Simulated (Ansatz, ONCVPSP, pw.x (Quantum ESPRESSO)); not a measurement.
**Equation-of-state test of one ONCV potential (N)**

```json
{"Element": "nitrogen", "Generator": "ONCVPSP 4.0.1", "Type": "optimised norm-conserving Vanderbilt (ONCV)", "Functional": "LDA (Perdew-Wang 92)", "Relativity": "scalar-relativistic", "Frozen core": "[He]", "Valence charge": "5", "Reference configuration": "2s2 2p3", "Partial waves": "2s: rc 1.05 bohr, ncon 3, nbas 6, qcut 7 1/bohr, 2 projectors, debl 3.2 Ha; 2p: rc 2.35 bohr, ncon 4, nbas 8, qcut 5.4 1/bohr, 2 projectors, debl 3.8 Ha; d scattering state at 0.03 Ha: rc 1.95 bohr, ncon 5, nbas 8, qcut 4.7 1/bohr, 1 projector", "Local potential": "polynomial inside 0.65 bohr (lpopt 5, dvloc0 0 Ha)", "Core correction": "none"}
```

Atomic tests: cutoffs needed: 22 Ha and 72 Ha (the cutoffs (Ha) at which the residual kinetic energy of the hardest occupied pseudo-wave falls to 1 and 0.1 mHa per electron); ghost test: no bound ghost flagged; GHOST(+) flagged for d at 69.9 eV; configuration tests: 2 of 4 tests not solved or not reliable.

Crystal test: sc N in pw.x 7.5, no spin, 18³ k-points, Fermi–Dirac smearing 0.01 Ry, cutoffs 170/680 Ry. The reference is all-electron LAPW (Ansatz 0.2.0) with the same functional, mesh and smearing; V0 and B0 come from Birch–Murnaghan fits to the pressures at five volumes. Errors are pseudo minus all-electron; Δ is the rms difference of the E(V) curves that follow from these fits, minima aligned, over ±6 % about the mean V0. Mesh and smearing are coarse, so the numbers serve the comparison and aren't converged zero-temperature values; the lattice is a test structure that the element need not adopt. Spin polarisation is left out.

```tsv
V (Å³/atom)	P all-electron (GPa)	P pseudo (GPa)
5.638	16.44	-148.59
5.787	9.20	-132.98
5.935	2.58	-119.92
6.083	-3.52	-109.30
6.232	-9.24	-100.84
```

All-electron: a0 = 1.817 Å (V0 = 6.00 Å³/atom), B0 = 250.0 GPa.

Pseudopotential: converged, but broken (pressure over 100 GPa off). The pressure does not cross zero within the volumes sampled, so no fit is given. The largest radius (2.35 bohr) exceeds half the bond length (1.71 bohr), so the spheres overlap, which is one possible source of error among others. The pseudo pressure rises with volume over the whole range, a mechanical instability. Atomic configuration tests: 2 of 4 tests not solved or not reliable. A pressure error of this size marks a broken potential; the numbers have no physical meaning.

Task: At the middle volume, how do free energy and pressure move when the wave cutoff is lowered (ecutrho kept at four times it)?

Result:

```csv
cutoff (Ry),shift of F (meV/atom),shift of P (GPa)
76,+592.0,+33.12
102,+136.3,-7.40
136,+18.2,+0.00
```

Input at the middle volume:

```
&control
  calculation='scf', prefix='x', pseudo_dir='./', outdir='./tmp', tstress=.true., disk_io='low'
/
&system
  ibrav=0, nat=1, ntyp=1, ecutwfc=170, ecutrho=680, nbnd=9,
  occupations='smearing', smearing='fd', degauss=0.01
/
&electrons
  conv_thr=1e-09, mixing_beta=0.4, electron_maxstep=70
/
ATOMIC_SPECIES
N 1.0 N.UPF
CELL_PARAMETERS angstrom
  1.81053493 0.00000000 0.00000000
  0.00000000 1.81053493 0.00000000
  0.00000000 0.00000000 1.81053493
ATOMIC_POSITIONS crystal
N 0.0000 0.0000 0.0000
K_POINTS automatic
18 18 18 0 0 0
```

```bash
pw.x < N.scf.in > N.scf.out
```

Lines of the output:

```
Message from routine setup:
     using ibrav=0 with symmetry is DISCOURAGED, use correct ibrav instead
     lattice parameter (alat)  =       3.4214  a.u.
     unit-cell volume          =      40.0514 (a.u.)^3
     number of electrons       =         5.00
     number of Kohn-Sham states=            9
     kinetic-energy cutoff     =     170.0000  Ry
     charge density cutoff     =     680.0000  Ry
     scf convergence threshold =      1.0E-09
     Exchange-correlation= SLA  PW   NOGX NOGC
     number of k points=   220  Fermi-Dirac smearing, width (Ry)=  0.0100
     iteration #  1     ecut=   170.00 Ry     beta= 0.40
     total energy              =     -19.27248108 Ry
     estimated scf accuracy    <       0.01175920 Ry
     iteration #  2     ecut=   170.00 Ry     beta= 0.40
     total energy              =     -19.27445085 Ry
     estimated scf accuracy    <       0.00493664 Ry
     iteration #  3     ecut=   170.00 Ry     beta= 0.40
     total energy              =     -19.27466703 Ry
     estimated scf accuracy    <       0.00001859 Ry
     iteration #  4     ecut=   170.00 Ry     beta= 0.40
     total energy              =     -19.27467386 Ry
     estimated scf accuracy    <       0.00000300 Ry
     iteration #  5     ecut=   170.00 Ry     beta= 0.40
     total energy              =     -19.27467421 Ry
     estimated scf accuracy    <       0.00000027 Ry
     iteration #  6     ecut=   170.00 Ry     beta= 0.40
     total energy              =     -19.27467430 Ry
     estimated scf accuracy    <          1.6E-09 Ry
     iteration #  7     ecut=   170.00 Ry     beta= 0.40
     the Fermi energy is    12.6432 ev
!    total energy              =     -19.27467431 Ry
     estimated scf accuracy    <          4.7E-11 Ry
     smearing contrib. (-TS)   =      -0.00157943 Ry
     The total energy is F=E-TS. E is the sum of the following terms:
     one-electron contribution =       4.94729834 Ry
     hartree contribution      =       1.18486044 Ry
     xc contribution           =      -4.67335363 Ry
     ewald contribution        =     -20.73190003 Ry
     convergence has been achieved in   7 iterations
          total   stress  (Ry/bohr**3)                   (kbar)     P=    -1199.23
```

The run at the middle volume (220 k-points, 7 iterations) took about 33 s on one core of a shared host (Intel(R) Xeon(R) Processor @ 2.60GHz, 24 threads, 32 GiB, load 8).
